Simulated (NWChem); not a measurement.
Species: hydrogen cyanide (CHN); SMILES C#N

Computed with NWChem. Pople sets run with spherical d functions. Geometry: optimised at PBE0/def2-SVP. Static field.

| level | basis functions | isotropic polarisability (bohr³) | anisotropy (bohr³) | relative time |
|---|---|---|---|---|
| PBE0/6-31G* | 30 | 11.8 | 12.2 | 1 |
| PBE0/6-31+G* | 38 | 14.2 | 12.4 | 1 |
| PBE0/def2-SVP | 33 | 12.2 | 11.5 | 1 |
| PBE0/def2-SVPD | 48 | 16.3 | 8.8 | 3 |
| PBE0/def2-TZVP | 68 | 15.1 | 10.5 | 8 |
| PBE0/aug-cc-pVDZ | 55 | 16.8 | 9.1 | 4 |
| PBE0/Sadlej pVTZ | 57 | 17.0 | 9.1 | 7 |
| PBE0/d-aug-cc-pVDZ | 77 | 17.1 | 8.6 | 10 |
| PBE0/def2-TZVPD | 83 | 17.0 | 8.7 | 9 |
| PBE0/aug-cc-pVTZ | 115 | 17.1 | 8.7 | 30 |

The last column is a rough cost ratio, cheapest run = 1.
